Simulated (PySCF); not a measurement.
**doublet HNO−: levels of theory compared**

Wanted: a comparison of 6 runs (UHF/STO-3G, U-wB97M-V/def2-TZVPPD, U-wB97X/def2-TZVPPD, UM06-L/def2-TZVPPD, UTPSS/def2-TZVPPD, USCS-MP2/def2-TZVPPD) of doublet HNO−. Input form: a Python script.

The calculation is run with PySCF 2.14.0.

3 further runs of the same task are left out: 3 set aside as unsound or not needed.

### Step 1. The structure to begin with

The species is HNO− (3 atoms), meant as a doublet with charge -1. SMILES of the parent species: `N=O`. Geometry: relaxed at PBE0-D4/def2-TZVP. That shape belongs to the parent species and isn't relaxed for this state.

Bond lengths: N1–O2 1.190 Å, N1–H3 1.063 Å. Angles: O2–N1–H3 108.9°.

### Step 2. A single-point energy at UHF/STO-3G (run 1)

The input, input.py:

```python
from pyscf import gto

system = gto.M(
    atom='''
N     -0.536115     0.591087    -0.221400
O      1.427310     0.750599     0.862660
H     -0.891195    -1.341668    -0.641279
''',
    unit='bohr',
    charge=-1,
    basis='sto-3g',
    spin=1,
    verbose=3,
    max_memory=1860,
)

mf = system.UHF()
mf.conv_tol = 1e-10
mf.kernel()
if not mf.converged:
    mf = mf.newton().run(mf.mo_coeff, mf.mo_occ)

e_tot = mf.e_tot
print('E(%s) = %.9f' % ('HF', e_tot))
```

Launch:

```console
$ OMP_NUM_THREADS=1 python input.py
```

Standard output:

```text
converged SCF energy = -127.85368766315  <S^2> = 0.75196503  2S+1 = 2.0019641
E(HF) = -127.853687663
```

Run time: 1.1 s. Hardware: 1 thread of Arm Neoverse N1, shared host; peak memory 0.12 GiB.

### Step 3. A single-point energy at U-wB97M-V/def2-TZVPPD (run 2)

The input, job.py:

```python
from pyscf import gto, dft

mol = gto.Mole()
mol.atom = 'N -0.283700 0.312790 -0.117160; O 0.755300 0.397200 0.456500; H -0.471600 -0.709980 -0.339350'
mol.max_memory = 1860
mol.basis = 'def2-tzvppd'
mol.charge = -1
mol.spin = 1
mol.verbose = 3
mol.build()

mf = dft.UKS(mol, xc='wb97m-v')
mf.nlcgrids.level = 1
mf.grids.level = 5
mf.conv_tol = 1e-10
mf.kernel()
if not mf.converged:
    mf = mf.newton().run(mf.mo_coeff, mf.mo_occ)

energy = mf.e_tot
print('E(%s) = %.9f' % ('WB97M-V', energy))
```

Launch:

```console
$ OMP_NUM_THREADS=1 python job.py
```

Standard output:

```text
converged SCF energy = -130.48716744409  <S^2> = 0.75431431  2S+1 = 2.0043097
E(WB97M-V) = -130.487167444
```

It took 84 s on 1 thread of Arm Neoverse N1, shared host; peak memory 0.52 GiB.

Run 3 isn't shown in full; the table further down has it.

### Step 4. The energy at UM06-L/def2-TZVPPD (run 4)

The input, input.py:

```python
from pyscf import gto, dft

mol = gto.M(
    atom='N -0.283700 0.312790 -0.117160; O 0.755300 0.397200 0.456500; H -0.471600 -0.709980 -0.339350',
    spin=1,
    basis='def2-tzvppd',
    charge=-1,
    verbose=3,
    max_memory=1860,
)

mf = dft.UKS(mol)
mf.xc = 'm06-l'
mf.conv_tol = 1e-10
mf.grids.level = 5
mf.kernel()
if not mf.converged:
    mf = mf.newton().run(mf.mo_coeff, mf.mo_occ)

energy = mf.e_tot
print('Final energy', energy)
```

Launch:

```console
$ OMP_NUM_THREADS=1 python input.py
```

Standard output:

```text
WARN: HOMO -0.16008332619414 >= LUMO -0.160083326194155

converged SCF energy = -130.501975319464  <S^2> = 0.75757391  2S+1 = 2.0075596
Final energy -130.50197531946387
```

Wall time 53 s (1 thread of Arm Neoverse N1, shared host); peak memory 0.52 GiB.

Run 5 isn't shown in full; the table further down has it.

### Step 5. A single-point energy at USCS-MP2/def2-TZVPPD (run 6)

The input, job.py:

```python
from pyscf import gto, scf, mp

system = gto.M(
    atom=[
    ('N', (-0.283700, 0.312790, -0.117160)),
    ('O', (0.755300, 0.397200, 0.456500)),
    ('H', (-0.471600, -0.709980, -0.339350)),
],
    charge=-1,
    max_memory=1860,
    spin=1,
    verbose=3,
    basis='def2-tzvppd',
)

myscf = scf.UHF(system)
myscf.conv_tol = 1e-10
myscf.kernel()
if not myscf.converged:
    myscf = myscf.newton().run(myscf.mo_coeff, myscf.mo_occ)

pt = mp.MP2(myscf, frozen=2).run()
e_final = myscf.e_tot + 1.2 * pt.e_corr_os + pt.e_corr_ss / 3
print('E = %.10f Eh' % e_final)
```

Launch:

```console
$ OMP_NUM_THREADS=1 python job.py
```

Standard output:

```text
converged SCF energy = -129.824380492413  <S^2> = 0.77557964  2S+1 = 2.0254181
E(UMP2) = -130.263680041084  E_corr = -0.439299548671254
E(SCS-UMP2) = -130.25208806097  E_corr = -0.42770756855753
E = -130.2520880610 Eh
```

It took 5.4 s on 1 thread of Arm Neoverse N1, shared host; peak memory 0.21 GiB.

### Step 6. All runs side by side

| run | level | integration grid | nlc grid | energy (Eh) | HOMO energy (eV) | LUMO energy (eV) | ⟨S²⟩ | wall time |
| --- | --- | --- | --- | --- | --- | --- | --- | --- |
| 1 | UHF/STO-3G | – | – | -127.853688 | 4.90 | 22.04 | 0.752 | 1.1 s |
| 2 | U-wB97M-V/def2-TZVPPD | 5 | 1 | -130.487167 | 0.49 | 6.33 | 0.754 | 84 s |
| 3 | U-wB97X/def2-TZVPPD | 5 | – | -130.492953 | 0.30 | 7.29 | 0.755 | 32 s |
| 4 | UM06-L/def2-TZVPPD | 5 | – | -130.501975 | 4.11 | 5.54 | 0.758 | 53 s |
| 5 | UTPSS/def2-TZVPPD | 5 | – | -130.544894 | 4.12 | 5.30 | 0.754 | 55 s |
| 6 | USCS-MP2/def2-TZVPPD | – | – | -130.252088 | -1.22 | 7.07 | 0.776 | 5.4 s |

### Step 7. What came out

```
                                                         quantity          value
                                              run 6: total energy  -130.25209 Eh
run 6: HOMO energy (Hartree–Fock orbitals) (highest over α and β)       -1.22 eV
 run 6: LUMO energy (Hartree–Fock orbitals) (lowest over α and β)        7.07 eV
               run 6: correlation energy (2 core orbitals frozen)     -427.7 mEh
                         run 6: ⟨S²⟩ of the reference determinant          0.776
```

In words: Totals of different functionals can't be ranked against each other. In runs 1, 2, 3, 4, 5 the HOMO lies above zero, so the outermost electron may be held by the basis alone. In run 1 the basis is minimal, so the values are rough. All runs together took 3.8 min, the longest 84 s.
